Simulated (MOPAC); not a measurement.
MOPAC input (PM6):

```
PM6 FORCE THERMO(298,298) PRECISE LET GEO-OK AUX(PRECISION=9) THREADS=1
C2H6O

C     1.16495336 1   -0.40769564 1    0.00812282 1
C     0.01918011 1    0.58832212 1   -0.00978418 1
O    -1.17734789 1   -0.22288918 1    0.00236861 1
H    -1.96857120 1    0.34369755 1   -0.00798287 1
H     0.01363628 1    1.23747131 1    0.88393779 1
H     0.01570702 1    1.20731208 1   -0.92466841 1
H     2.13826530 1    0.09188139 1    0.00091649 1
H     1.11139285 1   -1.05029287 1    0.89797522 1
H     1.11340430 1   -1.07959720 1   -0.85989995 1
```

From the last part of the output:

```
     H    9   0.438813   0.439606   4.238828

          HEAT OF FORMATION =     -54.890241 KCALS/MOLE

          ZERO POINT ENERGY      43.838 KCAL/MOL

           NORMAL COORDINATE ANALYSIS (Total motion = 1 Angstrom)

   Root No.       1         2         3         4         5         6         7         8

                 1 A"      2 A"      1 A'      3 A"      2 A'      4 A"      3 A'      5 A"

                  78.0     127.6     393.7     834.2     934.0    1084.7    1107.7    1147.3

           1   -0.0000    0.0000   -0.0490   -0.0000    0.0157   -0.0000    0.1021    0.0000
           2    0.0000   -0.0000   -0.0600    0.0000    0.0624    0.0000   -0.0010   -0.0000
           3   -0.0057    0.0141    0.0000   -0.0165    0.0000   -0.0447   -0.0000    0.0413
           4   -0.0000   -0.0000   -0.0467   -0.0000    0.0118    0.0000   -0.0891   -0.0000
           5    0.0000    0.0000    0.0563    0.0000    0.0420   -0.0000    0.0104    0.0000
           6   -0.0244   -0.0221    0.0000   -0.0375    0.0000    0.0662    0.0000   -0.0168
           7    0.0000   -0.0000    0.0828    0.0000   -0.0190   -0.0000   -0.0229   -0.0000
           8   -0.0000    0.0000    0.0262   -0.0000   -0.0615    0.0000    0.0121    0.0000
           9    0.0370   -0.0221   -0.0000    0.0098   -0.0000   -0.0182    0.0000   -0.0125
          10   -0.0000    0.0000    0.0983    0.0000   -0.0371   -0.0000    0.0449   -0.0000
          11    0.0000   -0.0000   -0.1011   -0.0000    0.0529    0.0000   -0.3247    0.0000
          12   -0.1531    0.4785   -0.0000    0.0195    0.0000   -0.0251   -0.0000   -0.0220
          13    0.0090    0.0196   -0.0548   -0.1695   -0.0339   -0.0062   -0.0718   -0.2532
          14   -0.0295   -0.0338    0.0441    0.0943   -0.0280   -0.2056    0.0029   -0.1831
          15   -0.0429   -0.0511    0.0016    0.1110   -0.0054   -0.0586    0.0021    0.0094
          16   -0.0090   -0.0196   -0.0548    0.1695   -0.0339    0.0062   -0.0718    0.2532
          17    0.0295    0.0338    0.0441   -0.0943   -0.0280    0.2056    0.0029    0.1831
          18   -0.0429   -0.0511   -0.0016    0.1110    0.0054   -0.0586   -0.0021    0.0094
          19    0.0000    0.0000    0.0780    0.0000    0.3444    0.0000    0.1048   -0.0000
          20   -0.0000   -0.0000   -0.1165   -0.0000   -0.0911   -0.0000   -0.0114    0.0000
          21    0.2292    0.1319   -0.0000    0.0779   -0.0000    0.0639   -0.0000   -0.0320
          22    0.0226    0.0237   -0.1198    0.1767   -0.1329    0.1677    0.1017   -0.1214
          23    0.1924    0.0934   -0.1212   -0.0108   -0.0870   -0.0105    0.0130    0.0077
          24   -0.1093   -0.0312    0.0020    0.0840    0.0091    0.0558    0.0058   -0.0288
          25   -0.0226   -0.0237   -0.1198   -0.1767   -0.1329   -0.1677    0.1017    0.1214
          26   -0.1924   -0.0934   -0.1212    0.0108   -0.0870    0.0105    0.0130   -0.0077
          27   -0.1093   -0.0312   -0.0020    0.0840   -0.0091    0.0558   -0.0058   -0.0288

   Root No.       9        10        11        12        13        14        15        16

                 4 A'      6 A"      5 A'      6 A'      7 A'      8 A'      9 A'     10 A'

                1150.0    1241.2    1245.4    1251.6    1295.3    1326.8    1347.5    2546.7

           1    0.0018   -0.0000    0.0206   -0.0096   -0.0009    0.0696   -0.0080    0.0015
           2   -0.0457    0.0000   -0.0269   -0.0189    0.0133    0.0026   -0.0035   -0.0001
           3   -0.0000   -0.0377   -0.0000    0.0000    0.0000    0.0000   -0.0000    0.0000
           4    0.0073   -0.0000   -0.0092    0.0039    0.0139   -0.0219    0.0811   -0.0090
           5    0.1262    0.0000    0.0032   -0.0101   -0.0470   -0.0023    0.0209   -0.0052
           6    0.0000   -0.0039   -0.0000   -0.0000   -0.0000   -0.0000   -0.0000    0.0000
           7   -0.0115    0.0000    0.0132   -0.0041    0.0004    0.0055   -0.0244   -0.0465
           8   -0.0886   -0.0000    0.0015    0.0014   -0.0101   -0.0068    0.0125   -0.0113
           9    0.0000    0.0001    0.0000    0.0000   -0.0000   -0.0000    0.0000    0.0000
          10   -0.0227    0.0000   -0.0378    0.0166   -0.0034   -0.0210    0.0583    0.8388
          11   -0.0092   -0.0000    0.2150   -0.0909   -0.0245    0.0799   -0.2547    0.1988
          12    0.0000    0.0015    0.0000   -0.0000   -0.0000   -0.0000   -0.0000   -0.0000
          13    0.0319   -0.0022   -0.2007    0.0906   -0.0854    0.0240   -0.1537   -0.0076
          14    0.1207    0.0039   -0.0616    0.0409    0.3212    0.0184   -0.0820    0.0231
          15    0.0058   -0.0024    0.0537   -0.0135    0.2300   -0.0036    0.0503   -0.0245
          16    0.0319    0.0022   -0.2007    0.0906   -0.0854    0.0240   -0.1537   -0.0076
          17    0.1207   -0.0039   -0.0616    0.0409    0.3212    0.0184   -0.0820    0.0231
          18   -0.0058   -0.0024   -0.0537    0.0135   -0.2300    0.0036   -0.0503    0.0245
          19   -0.1854    0.0000    0.0421    0.1200    0.0302   -0.2262   -0.0862    0.0001
          20    0.0552   -0.0000   -0.0278   -0.0586   -0.0039    0.1122    0.0354    0.0009
          21    0.0000    0.4140   -0.0000   -0.0000    0.0000    0.0000    0.0000    0.0000
          22    0.1088   -0.1528    0.0258   -0.0922   -0.0087   -0.2287   -0.0741    0.0016
          23    0.0791   -0.2141    0.0977    0.1958   -0.0266   -0.0617   -0.0113   -0.0016
          24   -0.0144    0.0415   -0.0656   -0.1589    0.0156   -0.0855   -0.0320   -0.0035
          25    0.1088    0.1528    0.0258   -0.0922   -0.0087   -0.2287   -0.0741    0.0016
          26    0.0791    0.2141    0.0977    0.1958   -0.0266   -0.0617   -0.0113   -0.0016
          27    0.0144    0.0415    0.0656    0.1589   -0.0156    0.0855    0.0320    0.0035

   Root No.      17        18        19        20        21

                 7 A"      8 A"     11 A'     12 A'     13 A'

                2653.0    2694.5    2700.9    2715.0    2790.1

           1    0.0000   -0.0000   -0.0014    0.0013   -0.0234
           2   -0.0000    0.0000   -0.0363   -0.0160    0.0011
           3    0.0107   -0.0433   -0.0000   -0.0000   -0.0000
           4   -0.0000   -0.0000   -0.0066    0.0179   -0.0061
           5    0.0000    0.0000    0.0053   -0.0195    0.0009
           6   -0.0435   -0.0140   -0.0000   -0.0000    0.0000
           7   -0.0000    0.0000   -0.0002    0.0010    0.0003
           8    0.0000   -0.0000    0.0012   -0.0024    0.0005
           9   -0.0015   -0.0006    0.0000   -0.0000   -0.0000
          10   -0.0000    0.0000    0.0097   -0.0221   -0.0017
          11    0.0000   -0.0000    0.0036   -0.0082    0.0010
          12    0.0004    0.0005   -0.0000    0.0000    0.0000
          13    0.1492    0.0431    0.0447   -0.1219    0.0099
          14   -0.1686   -0.0466   -0.0528    0.1389   -0.0092
          15    0.2857    0.0791    0.1015   -0.2701    0.0180
          16   -0.1492   -0.0431    0.0447   -0.1219    0.0099
          17    0.1686    0.0466   -0.0528    0.1389   -0.0092
          18    0.2857    0.0791   -0.1015    0.2701   -0.0180
          19    0.0000   -0.0000    0.1383    0.0675    0.1110
          20   -0.0000    0.0000    0.3122    0.1520    0.2833
          21    0.0061   -0.0216    0.0000    0.0000    0.0000
          22    0.0395   -0.1411   -0.0692   -0.0234    0.1088
          23   -0.0526    0.1783    0.0708    0.0196   -0.1485
          24   -0.0821    0.2772    0.1482    0.0460   -0.2486
          25   -0.0395    0.1411   -0.0692   -0.0234    0.1088
          26    0.0526   -0.1783    0.0708    0.0196   -0.1485
          27   -0.0821    0.2772   -0.1482   -0.0460    0.2486

           MASS-WEIGHTED COORDINATE ANALYSIS (NORMAL COORDINATES)

   Root No.       1         2         3         4         5         6         7         8

                 1 A"      2 A"      1 A'      3 A"      2 A'      4 A"      3 A'      5 A"

                  78.0     127.6     393.7     834.2     934.0    1084.7    1107.7    1147.3

           1   -0.0000    0.0000   -0.2813   -0.0000    0.0954   -0.0000    0.5710    0.0000
           2    0.0000   -0.0000   -0.3439    0.0000    0.3787    0.0000   -0.0056   -0.0000
           3   -0.0429    0.0905    0.0000   -0.1255    0.0000   -0.3151   -0.0000    0.2829
           4   -0.0000   -0.0000   -0.2677   -0.0000    0.0716    0.0000   -0.4988   -0.0000
           5    0.0000    0.0000    0.3228    0.0000    0.2550   -0.0000    0.0584    0.0000
           6   -0.1842   -0.1413    0.0000   -0.2865    0.0000    0.4661    0.0000   -0.1153
           7    0.0000   -0.0000    0.5478    0.0000   -0.1331   -0.0000   -0.1478   -0.0000
           8   -0.0000    0.0000    0.1733   -0.0000   -0.4307    0.0000    0.0779    0.0000
           9    0.3219   -0.1634   -0.0000    0.0866   -0.0000   -0.1477    0.0000   -0.0990
          10   -0.0000    0.0000    0.1633    0.0000   -0.0653   -0.0000    0.0727   -0.0000
          11    0.0000   -0.0000   -0.1679   -0.0000    0.0930    0.0000   -0.5262    0.0000
          12   -0.3344    0.8868   -0.0000    0.0431    0.0000   -0.0513   -0.0000   -0.0436
          13    0.0196    0.0364   -0.0910   -0.3746   -0.0597   -0.0126   -0.1164   -0.5019
          14   -0.0645   -0.0627    0.0732    0.2084   -0.0493   -0.4195    0.0048   -0.3630
          15   -0.0937   -0.0947    0.0026    0.2454   -0.0095   -0.1196    0.0034    0.0186
          16   -0.0196   -0.0364   -0.0910    0.3746   -0.0597    0.0126   -0.1164    0.5019
          17    0.0645    0.0627    0.0732   -0.2084   -0.0493    0.4195    0.0048    0.3630
          18   -0.0937   -0.0947   -0.0026    0.2454    0.0095   -0.1196   -0.0034    0.0186
          19    0.0000    0.0000    0.1296    0.0000    0.6056    0.0000    0.1699   -0.0000
          20   -0.0000   -0.0000   -0.1935   -0.0000   -0.1602   -0.0000   -0.0185    0.0000
          21    0.5005    0.2445   -0.0000    0.1722   -0.0000    0.1304   -0.0000   -0.0635
          22    0.0493    0.0440   -0.1990    0.3905   -0.2337    0.3423    0.1648   -0.2408
          23    0.4200    0.1731   -0.2013   -0.0239   -0.1530   -0.0215    0.0210    0.0152
          24   -0.2387   -0.0579    0.0033    0.1857    0.0161    0.1138    0.0094   -0.0571
          25   -0.0493   -0.0440   -0.1990   -0.3905   -0.2337   -0.3423    0.1648    0.2408
          26   -0.4200   -0.1731   -0.2013    0.0239   -0.1530    0.0215    0.0210   -0.0152
          27   -0.2387   -0.0579   -0.0033    0.1857   -0.0161    0.1138   -0.0094   -0.0571

   Root No.       9        10        11        12        13        14        15        16

                 4 A'      6 A"      5 A'      6 A'      7 A'      8 A'      9 A'     10 A'
```
